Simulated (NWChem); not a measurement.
All runs are NWChem calculations. System: nitrogen trifluoride (F$_{3}$N), charge 0, spin multiplicity 1, at a geometry optimised with B3LYP/def2-SVP. Level: PBE/def2-SVP.

NWChem printed:

```
             Northwest Computational Chemistry Package (NWChem) 7.3.0
             --------------------------------------------------------

                                NWChem Input Module
                                -------------------

 Scaling coordinates for geometry "geometry" by  1.889725989
 (inverse scale =  0.529177249)

 Turning off AUTOSYM since
 SYMMETRY directive was detected!

                             Geometry "geometry" -> ""
                             -------------------------

 Output coordinates in angstroms (scale by  1.889725989 to convert to a.u.)

  No.       Tag          Charge          X              Y              Z
 ---- ---------------- ---------- -------------- -------------- --------------
    1 F                    9.0000     0.61615300    -0.11885600     1.06578300
    2 N                    7.0000    -0.00323600     0.47453100     0.00000000
    3 F                    9.0000     0.61615300    -0.11885600    -1.06578300
    4 F                    9.0000    -1.22978900    -0.13136800     0.00000000

 Effective nuclear repulsion energy (a.u.)     133.4330224052

            Nuclear Dipole moment (a.u.)
            ----------------------------
        X                 Y               Z
 ---------------- ---------------- ----------------
     0.0000018897    -0.0000056692     0.0000000000

      Symmetry information
      --------------------

 Group name             Cs
 Group number              2
 Group order               2
 No. of unique centers     3

      Symmetry unique atoms

     1    2    4


 Summary of "ao basis" -> "" (spherical)
 ------------------------------------------------------------------------------
       Tag                 Description            Shells   Functions and Types
 ---------------- ------------------------------  ------  ---------------------
 *                          def2-svp                  on all atoms

  pbe96 is a nonlocal functional; adding pw91lda local functional.

                                 NWChem DFT Module
                                 -----------------

 Summary of "ao basis" -> "ao basis" (spherical)
 ------------------------------------------------------------------------------
       Tag                 Description            Shells   Functions and Types
 ---------------- ------------------------------  ------  ---------------------
 F                          def2-svp                 6       14   3s2p1d
 N                          def2-svp                 6       14   3s2p1d

 Summary of "ao basis" -> "ao basis" (spherical)
 ------------------------------------------------------------------------------
       Tag                 Description            Shells   Functions and Types
 ---------------- ------------------------------  ------  ---------------------
 F                          def2-svp                 6       14   3s2p1d
 N                          def2-svp                 6       14   3s2p1d

      Symmetry analysis of basis
      --------------------------

        a'         34
        a"         22

            General Information
            -------------------
          SCF calculation type: DFT
          Wavefunction type:  closed shell.
          No. of atoms     :     4
          No. of electrons :    34
           Alpha electrons :    17
            Beta electrons :    17
          Charge           :     0
          Spin multiplicity:     1
          Use of symmetry is: on ; symmetry adaption is: on
          Maximum number of iterations: 100
          AO basis - number of functions:    56
                     number of shells:    24
          Convergence on energy requested:  1.00D-06
          Convergence on density requested:  1.00D-05
          Convergence on gradient requested:  5.00D-04

              XC Information
              --------------
          PerdewBurkeErnzerhof Exchange Functional  1.000
            Perdew 1991 LDA Correlation Functional  1.000 local
           PerdewBurkeErnz. Correlation Functional  1.000 non-local

             Grid Information
             ----------------
          Grid used for XC integration:  medium
          Radial quadrature: Mura-Knowles
          Angular quadrature: Lebedev.
[...]
    11 a'         12 a'         13 a"         14 a'         15 a"
    16 a"         17 a'         18 a"         19 a'         20 a'
    21 a'         22 a"         23 a'         24 a'         25 a'
    26 a"         27 a'

------------------------------------------------------------
EAF file 0: "./mol.aoints.0" size=524288 bytes
------------------------------------------------------------
               write      read    awrite     aread      wait
               -----      ----    ------     -----      ----
     calls:        1         0         0         0         0
   data(b): 5.24e+05  0.00e+00  0.00e+00  0.00e+00
   time(s): 0.00e+00  0.00e+00  0.00e+00  0.00e+00  0.00e+00
rate(mb/s): 0.00e+00  0.00e+00
------------------------------------------------------------

   convergence    iter        energy       DeltaE   RMS-Dens  Diis-err    time
 ---------------- ----- ----------------- --------- --------- ---------  ------
 d= 0,ls=0.0,diis     1   -353.2111905342 -4.87D+02  4.47D-02  2.58D+00     0.3
 d= 0,ls=0.0,diis     2   -351.8677696547  1.34D+00  3.15D-02  1.80D+01     0.4
 d= 0,ls=0.0,diis     3   -353.4803650329 -1.61D+00  2.91D-03  5.47D-02     0.5
 d= 0,ls=0.0,diis     4   -353.4833784510 -3.01D-03  1.03D-03  1.86D-02     0.6
 d= 0,ls=0.0,diis     5   -353.4847561069 -1.38D-03  7.62D-05  3.44D-05     0.6
  Resetting Diis
 d= 0,ls=0.0,diis     6   -353.4847594167 -3.31D-06  2.56D-05  1.90D-06     0.7
 d= 0,ls=0.0,diis     7   -353.4847593507  6.61D-08  5.09D-05  2.62D-06     0.7
 d= 0,ls=0.0,diis     8   -353.4847581823  1.17D-06  3.62D-05  1.59D-05     0.8
 d= 0,ls=0.0,diis     9   -353.4847595806 -1.40D-06  2.34D-07  5.14D-10     0.9
 d= 0,ls=0.0,diis    10   -353.4847595806 -4.58D-11  2.24D-08  3.79D-12     0.9

         Total DFT energy =     -353.484759580605
      One electron energy =     -756.180022040015
           Coulomb energy =      307.065551378057
    Exchange-Corr. energy =      -37.803311323856
 Nuclear repulsion energy =      133.433022405210

 Numeric. integr. density =       34.000002940615

     Total iterative time =      0.8s

                  Occupations of the irreducible representations
                  ----------------------------------------------

                     irrep           alpha         beta
                     --------     --------     --------
                     a'               11.0         11.0
                     a"                6.0          6.0

                       DFT Final Molecular Orbital Analysis
                       ------------------------------------

 Vector   15  Occ=2.000000D+00  E=-3.769400D-01  Symmetry=a"
              MO Center=  4.3D-01, -9.1D-02, -7.2D-11, r^2= 1.8D+00
   Bfn.  Coefficient  Atom+Function         Bfn.  Coefficient  Atom+Function
  ----- ------------  ---------------      ----- ------------  ---------------
     6      0.336320  1 F  pz                34      0.336320  3 F  pz
     5      0.327061  1 F  py                33     -0.327061  3 F  py
     9     -0.230707  1 F  pz                37     -0.230707  3 F  pz
    48      0.219694  4 F  pz                 8     -0.207828  1 F  py
    36      0.207828  3 F  py                51     -0.136242  4 F  pz

 Vector   16  Occ=2.000000D+00  E=-3.608210D-01  Symmetry=a"
              MO Center=  1.1D-03, -1.2D-01, -4.2D-14, r^2= 1.9D+00
   Bfn.  Coefficient  Atom+Function         Bfn.  Coefficient  Atom+Function
  ----- ------------  ---------------      ----- ------------  ---------------
    48      0.415145  4 F  pz                 4      0.359602  1 F  px
    32     -0.359602  3 F  px                51     -0.271089  4 F  pz
     7     -0.234821  1 F  px                35      0.234821  3 F  px
     6     -0.207690  1 F  pz                34     -0.207690  3 F  pz
     9      0.135625  1 F  pz                37      0.135625  3 F  pz

 Vector   17  Occ=2.000000D+00  E=-2.890609D-01  Symmetry=a'
              MO Center= -2.3D-03,  3.4D-01,  2.0D-16, r^2= 1.5D+00
   Bfn.  Coefficient  Atom+Function         Bfn.  Coefficient  Atom+Function
  ----- ------------  ---------------      ----- ------------  ---------------
    17      0.440220  2 N  s                 19     -0.414642  2 N  py
     5      0.309326  1 F  py                33      0.309326  3 F  py
    47      0.309869  4 F  py                16      0.285426  2 N  s
     8     -0.226969  1 F  py                36     -0.226969  3 F  py
    50     -0.227467  4 F  py                22      0.181604  2 N  py

 Vector   18  Occ=0.000000D+00  E=-1.469059D-02  Symmetry=a"
              MO Center=  1.1D-01,  3.2D-01, -1.3D-12, r^2= 1.2D+00
   Bfn.  Coefficient  Atom+Function         Bfn.  Coefficient  Atom+Function
  ----- ------------  ---------------      ----- ------------  ---------------
    20      0.692209  2 N  pz                23     -0.660574  2 N  pz
     3      0.306274  1 F  s                 31     -0.306274  3 F  s
     5     -0.209074  1 F  py                33      0.209074  3 F  py
     7     -0.199004  1 F  px                35      0.199004  3 F  px
     4      0.197603  1 F  px                 8      0.198036  1 F  py

 Vector   19  Occ=0.000000D+00  E=-1.467208D-02  Symmetry=a'
              MO Center= -1.1D-01,  3.2D-01,  1.3D-12, r^2= 1.2D+00
   Bfn.  Coefficient  Atom+Function         Bfn.  Coefficient  Atom+Function
  ----- ------------  ---------------      ----- ------------  ---------------
    18      0.692203  2 N  px                21     -0.660601  2 N  px
    45     -0.353117  4 F  s                 49     -0.297243  4 F  px
    46      0.285044  4 F  px                47      0.244789  4 F  py
    50     -0.232153  4 F  py                 9     -0.198256  1 F  pz
    37      0.198256  3 F  pz                 6      0.196808  1 F  pz

 Vector   20  Occ=0.000000D+00  E=-1.007252D-02  Symmetry=a'
              MO Center= -1.8D-03,  2.9D-02,  2.7D-14, r^2= 1.2D+00
   Bfn.  Coefficient  Atom+Function         Bfn.  Coefficient  Atom+Function
  ----- ------------  ---------------      ----- ------------  ---------------
    16      0.584034  2 N  s                 17      0.546986  2 N  s
    19      0.548032  2 N  py                22     -0.464090  2 N  py
    46      0.337142  4 F  px                49     -0.322395  4 F  px
     6     -0.291328  1 F  pz                34      0.291328  3 F  pz
     9      0.278501  1 F  pz                37     -0.278501  3 F  pz

 center of mass
 --------------
 x =   0.00006668 y =  -0.00976929 z =   0.00000000

 moments of inertia (a.u.)
 ------------------
         168.469461229493          -0.946893313138           0.000000000000
          -0.946893313138         308.249117563761           0.000000000000
           0.000000000000           0.000000000000         168.462061485783

     Multipole analysis of the density
     ---------------------------------

     L   x y z        total         alpha         beta         nuclear
     -   - - -        -----         -----         ----         -------
     0   0 0 0     -0.000000    -17.000000    -17.000000     34.000000

     1   1 0 0     -0.000026     -0.000014     -0.000014      0.000002
     1   0 1 0     -0.007046     -0.003520     -0.003520     -0.000006
     1   0 0 1     -0.000000     -0.000000     -0.000000      0.000000

     2   2 0 0    -14.778602    -43.894691    -43.894691     73.010780
     2   1 1 0     -0.000082     -0.223308     -0.223308      0.446535
     2   1 0 1      0.000000      0.000000      0.000000      0.000000
     2   0 2 0    -14.766631    -10.929127    -10.929127      7.091624
     2   0 1 1     -0.000000     -0.000000     -0.000000      0.000000
     2   0 0 2    -14.778739    -43.896505    -43.896505     73.014271

 Task  times  cpu:        0.9s     wall:        0.9s

 Total times  cpu:        0.9s     wall:        0.9s
```

Question: Write an NWChem input that would produce this output.

Answer: Several could match; the one computed here: 
```
start mol
memory heap 200 mb stack 800 mb global 1000 mb
geometry units angstroms nocenter noautoz
  F      0.616153    -0.118856     1.065783
  N     -0.003236     0.474531     0.000000
  F      0.616153    -0.118856    -1.065783
  F     -1.229789    -0.131368     0.000000
  symmetry group Cs
end
basis spherical
  * library def2-svp
end
dft
  xc xpbe96 cpbe96
  semidirect memsize 60000000 filesize 0
  iterations 100
end
task dft energy
```
